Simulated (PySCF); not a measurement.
C2H4O2, charge +1, sextet, at a GFN2-xTB geometry of the parent state (a state made from the parent by changing its charge; the spin is typed, not shown lowest); PySCF with TPSS/6-31G*.

The PySCF input:
```python
from pyscf import gto, scf, dft

mol = gto.Mole()
mol.atom = '''
    C    -1.32042707   -0.34233683    0.10969151
    C     0.16773184    0.07655207   -0.03935270
    O     1.01383999   -0.61812188    0.59301465
    O     0.22080451    1.02845262   -0.76494638
    H    -2.00780565    0.29290902   -0.45854172
    H    -1.37266535   -1.36484274   -0.28366076
    H    -1.54266230   -0.24051275    1.17890456
    H     1.96214867   -0.37549092    0.51671879
'''
mol.basis = '6-31g*'
mol.charge = 1
mol.spin = 5
mol.verbose = 4
mol.build()

mf = dft.UKS(mol)
mf.xc = 'tpss'
mf.kernel()
```

It wrote (shortened):

```
PySCF version 2.14.0

[INPUT] verbose = 4
[INPUT] num. atoms = 8
[INPUT] num. electrons = 31
[INPUT] charge = 1
[INPUT] spin (= nelec alpha-beta = 2S) = 5
[INPUT] symmetry False subgroup None
[INPUT] Mole.unit = angstrom
[INPUT] Symbol           X                Y                Z      unit          X                Y                Z       unit  Magmom
[INPUT]  1 C     -1.320427070000  -0.342336830000   0.109691510000 AA   -2.495245529762  -0.646922851052   0.207286912090 Bohr   0.0
[INPUT]  2 C      0.167731840000   0.076552070000  -0.039352700000 AA    0.316967239969   0.144662446569  -0.074365825262 Bohr   0.0
[INPUT]  3 O      1.013839990000  -0.618121880000   0.593014650000 AA    1.915879915232  -1.168081064801   1.120635276355 Bohr   0.0
[INPUT]  4 O      0.220804510000   1.028452620000  -0.764946380000 AA    0.417260050969   1.943493783891  -1.445539158177 Bohr   0.0
[INPUT]  5 H     -2.007805650000   0.292909020000  -0.458541720000 AA   -3.794202789854   0.553517827215  -0.866518267487 Bohr   0.0
[INPUT]  6 H     -1.372665350000  -1.364842740000  -0.283660760000 AA   -2.593961572180  -2.579178981701  -0.536041148686 Bohr   0.0
[INPUT]  7 H     -1.542662300000  -0.240512750000   1.178904560000 AA   -2.915209249692  -0.454503226966   2.227806745401 Bohr   0.0
[INPUT]  8 H      1.962148670000  -0.375490920000   0.516718790000 AA    3.707923601980  -0.709575001061   0.976456996517 Bohr   0.0

nuclear repulsion = 122.481326104595
number of shells = 32
number of NR pGTOs = 124
number of NR cGTOs = 64
basis = 6-31g*
ecp = {}

******** <class 'pyscf.dft.uks.UKS'> ********
method = UKS
initial guess = minao
damping factor = 0
level_shift factor = 0
DIIS = <class 'pyscf.scf.diis.CDIIS'>
diis_start_cycle = 1
diis_space = 8
diis_damp = 0
SCF conv_tol = 1e-09
SCF conv_tol_grad = None
SCF max_cycles = 50
direct_scf = True
direct_scf_tol = 1e-13
number electrons alpha = 18  beta = 13
XC library pyscf.dft.libxc version 7.1.2
    S. Lehtola, C. Steigemann, M. J. T. Oliveira, and M. A. L. Marques,  SoftwareX 7, 1–5 (2018)
XC functionals = tpss
    J. Tao, J. P. Perdew, V. N. Staroverov, and G. E. Scuseria,  Phys. Rev. Lett. 91, 146401 (2003)
    J. P. Perdew, J. Tao, V. N. Staroverov, and G. E. Scuseria,  J. Chem. Phys. 120, 6898 (2004)
    J. Tao, J. P. Perdew, V. N. Staroverov, and G. E. Scuseria,  Phys. Rev. Lett. 91, 146401 (2003)
    J. P. Perdew, J. Tao, V. N. Staroverov, and G. E. Scuseria,  J. Chem. Phys. 120, 6898 (2004)
radial grids:
    Treutler-Ahlrichs [JCP 102, 346 (1995); DOI:10.1063/1.469408] (M4) radial grids

becke partition: Becke, JCP 88, 2547 (1988); DOI:10.1063/1.454033
pruning grids: <function nwchem_prune>
grids dens level: 3
symmetrized grids: False
atomic radii adjust function: <function treutler_atomic_radii_adjust>
small_rho_cutoff = 0
Set gradient conv threshold to 3.16228e-05
tot grids = 95632
init E= -229.553319516803

cycle= 1 E= -228.019351143356  delta_E= 1.53  |g|= 0.285  |ddm|= 3.98

cycle= 2 E= -227.449343065099  delta_E= 0.57  |g|= 0.972  |ddm|= 5.18

cycle= 3 E= -228.030858670993  delta_E= -0.582  |g|= 0.296  |ddm|= 4.46

cycle= 4 E= -228.038211970754  delta_E= -0.00735  |g|= 0.279  |ddm|= 0.504

cycle= 5 E= -228.063736800055  delta_E= -0.0255  |g|= 0.132  |ddm|= 0.394

cycle= 6 E= -228.074678123835  delta_E= -0.0109  |g|= 0.0349  |ddm|= 0.323

cycle= 7 E= -228.074735577663  delta_E= -5.75e-05  |g|= 0.0309  |ddm|= 0.084

cycle= 8 E= -228.075232659515  delta_E= -0.000497  |g|= 0.0128  |ddm|= 0.0601

cycle= 9 E= -228.075345364975  delta_E= -0.000113  |g|= 0.00199  |ddm|= 0.0457

cycle= 10 E= -228.075347334811  delta_E= -1.97e-06  |g|= 0.000611  |ddm|= 0.00803

cycle= 11 E= -228.075347596417  delta_E= -2.62e-07  |g|= 0.000283  |ddm|= 0.00263

cycle= 12 E= -228.075347630701  delta_E= -3.43e-08  |g|= 0.000139  |ddm|= 0.00045

cycle= 13 E= -228.075347646408  delta_E= -1.57e-08  |g|= 2.26e-05  |ddm|= 0.000559

cycle= 14 E= -228.075347647794  delta_E= -1.39e-09  |g|= 2.71e-05  |ddm|= 0.000171

cycle= 15 E= -228.075347649574  delta_E= -1.78e-09  |g|= 2.27e-05  |ddm|= 0.00015

cycle= 16 E= -228.075347644975  delta_E= 4.6e-09  |g|= 1.79e-05  |ddm|= 0.000451

cycle= 17 E= -228.075347641803  delta_E= 3.17e-09  |g|= 2.35e-05  |ddm|= 0.000571

cycle= 18 E= -228.075347641696  delta_E= 1.07e-10  |g|= 4.61e-06  |ddm|= 0.000226

Extra cycle  E= -228.075347641538  delta_E= 1.57e-10  |g|= 1.98e-05  |ddm|= 2.9e-05
converged SCF energy = -228.075347641538  <S^2> = 8.7578757  2S+1 = 6.0026247
```
